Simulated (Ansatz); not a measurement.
C3H4O can be A, `C#CCO`, or B, `CC1=CO1`.

Computed with Ansatz on PBE0-D4/def2-TZVP structures; ΔE is electronic, products minus reactants. CCSD(T)/CBS is the MP2 limit (def2-TZVPP, def2-QZVPP) plus CCSD(T) − MP2 in def2-TZVPP, frozen cores. This one scheme is used for every species. Functionals use def2-TZVPP. B3LYP here is the variant with VWN-RPA as its local correlation; programs differ in this. One conformer a species, not always the lowest.

A:

```xyz
8

C    -0.9627   -1.2148   -1.0493
C    -0.3178   -0.3414   -0.5376
C     0.4815    0.6880    0.1164
O     0.2481    0.7807    1.5042
H    -1.5424   -1.9807   -1.5082
H     1.5427    0.5038   -0.1010
H     0.2330    1.6664   -0.3025
H     0.3175   -0.1020    1.8780
```

B:

Z-matrix (Å, degrees):
```
C
C 1 1.469
H 1 1.089 2 111.4
H 1 1.093 2 109.4 3 121.7
H 1 1.093 2 108.5 3 -121.3
C 2 1.350 1 143.6 3 -9.0
O 2 1.270 1 128.3 3 -179.8
H 6 1.087 2 121.0 1 101.5
```

Which is lower in electronic energy at CCSD(T)/CBS, and by how much? (Estimate.)

Ansatz gave: A, by 39.8 kcal/mol.

Give E(B) − E(A) in kcal/mol with BLYP-D4, CCSD/def2-TZVPP, CCSD(T)/def2-TZVPP, r2SCAN-D4, LDA (SPW92), MP2/def2-TZVPP, B3LYP-D4. (Best estimate.)

The calculation gave: BLYP-D4 31.2, CCSD/def2-TZVPP 42.8, CCSD(T)/def2-TZVPP 39.2, r2SCAN-D4 32.0, LDA (SPW92) 31.6, MP2/def2-TZVPP 44.8, B3LYP-D4 36.1. None reverses the order clearly.

Does the order hold for the free energy at 298.15 K (harmonic terms from PBE0-D4)? (Estimate.)

Computed: Yes: G(B) − G(A) = +37.4 kcal/mol, for one conformer each.

Largest T1 diagnostic: 0.029.

From BLYP to BHLYP (50 % exact exchange), in def2-TZVPP and without D4, E(B) − E(A) moves by +10.3 kcal/mol. Leaving LDA and LC-ωPBE aside and taking each functional with its dispersion term where it has one, the values, not all of them listed here, spread over 13.2 kcal/mol, from revPBE-D4 to BHLYP-D4. LDA lies +1.7 kcal/mol from PBE without D4.
